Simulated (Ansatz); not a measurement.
We consider hcp Tl, described by r²SCAN (Ansatz, an electronic-structure program, plane waves, PAW).

Run with plane-wave cutoff 600 eV, 12×12×8 k mesh (along the axes of the cell as run), Fermi–Dirac smearing 0.1 eV, finite displacements, scalar-relativistic PAW data made under PBE.

The cell has the measured lattice parameters. Conventional cell: a = 3.4566 Å, b = 3.4566 Å, c = 5.5252 Å, α = 90.00°, β = 90.00°, γ = 120.00°.

Harmonic phonon frequencies (cm⁻¹; i marks an imaginary mode):

```tsv
q point	frequencies
Γ	___
M	23 37 45 62 71 76
A	___
L	___
```

Problem. Fill in the missing entries.

Solution. 
- Γ, frequencies: 0 0 0 29 29 91
- A, frequencies: 16 16 16 16 54 54
- L, frequencies: 34 34 37 37 82 82

No imaginary mode appears at these points.

Note: the cell isn't this level's own, so it is under some stress, which shifts stiffness and frequencies.
